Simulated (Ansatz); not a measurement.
**Al₂NH₅: basis-set convergence**

One table from this session's results is given with a row withheld; the runs are named, their logs left out.

Method: one geometry, several basis sets; program: Ansatz 0.2.0, Gaussian basis.

Levels to be run: PBE0-D4/def2-SVP; ωB97M-V/def2-SVP; PBE0-D4/def2-QZVPP; ωB97M-V/def2-QZVPP; the functionals' def2-TZVPP values are taken from earlier runs.

1 further run of the same task is left out (it didn't finish).

## Structure used throughout

All runs share one geometry, relaxed beforehand with PBE0-D4 in a triple-zeta def2 set.

SMILES `[NH2][AlH][AlH2]`, 8 atoms, charge 0, spin multiplicity 1.

Atoms are counted from 1 here; the program's logs count them from 0.

Bond lengths: N1–Al2 1.774 Å, N1–H4 1.008 Å, N1–H5 1.008 Å, Al2–Al3 2.596 Å, Al2–H6 1.593 Å, Al3–H7 1.595 Å, Al3–H8 1.598 Å. Angles: Al2–N1–H4 124.7°, Al2–N1–H5 125.1°, H4–N1–H5 110.1°, N1–Al2–Al3 116.7°, N1–Al2–H6 114.9°, Al3–Al2–H6 128.4°, Al2–Al3–H7 123.4°, Al2–Al3–H8 120.9°, H7–Al3–H8 115.7°.

The first run:

in.yaml reads:

```yaml
crystal:
  periodic: [false, false, false]
  atoms:
    - {symbol: N, position_ang: [-1.287098, 0.844019, -0.929287]}
    - {symbol: Al, position_ang: [0.195091, 0.876118, 0.044439]}
    - {symbol: Al, position_ang: [1.120304, -1.417230, 0.833596]}
    - {symbol: H, position_ang: [-1.780361, 0.006990, -1.196256]}
    - {symbol: H, position_ang: [-1.757306, 1.656253, -1.297593]}
    - {symbol: H, position_ang: [0.784707, 2.329743, 0.322575]}
    - {symbol: H, position_ang: [2.376954, -1.569386, 1.804768]}
    - {symbol: H, position_ang: [0.439809, -2.783510, 0.361959]}
basis:
  gaussian: {orbitals: def2-SVP}
hamiltonian: {xc: pbe0, dispersion: d4}
output: {orbitals: {seedname: orbitals}}
```

Started as:

```bash
ansatz run in.yaml --threads 2 --pin off --events-out ev --progress --plain --max-ram 4352MiB
```

Steps of the session up to this table: PBE0-D4 in def2-SVP; ωB97M-V in def2-SVP; PBE0-D4 in def2-QZVPP; ωB97M-V in def2-QZVPP.

One of the session's tables, all rows but one given; the rest of the session is left out.

| functional | basis | HOMO (eV) | LUMO (eV) |
| --- | --- | --- | --- |
| PBE0-D4 | def2-SVP | -6.80 | -2.34 |
| PBE0-D4 | def2-TZVPP | -6.83 | -2.40 |
| PBE0-D4 | def2-QZVPP | -6.84 | -2.42 |
| ωB97M-V | def2-SVP | -8.68 | -0.61 |
| ωB97M-V | def2-TZVPP | ? | ? |
| ωB97M-V | def2-QZVPP | -8.77 | -0.83 |

Estimate the missing values for ωB97M-V, def2-TZVPP.

The run gave: HOMO (eV): -8.74; LUMO (eV): -0.73. In the column «HOMO (eV)» it lies between ωB97M-V, def2-QZVPP (-8.77) and ωB97M-V, def2-SVP (-8.68).
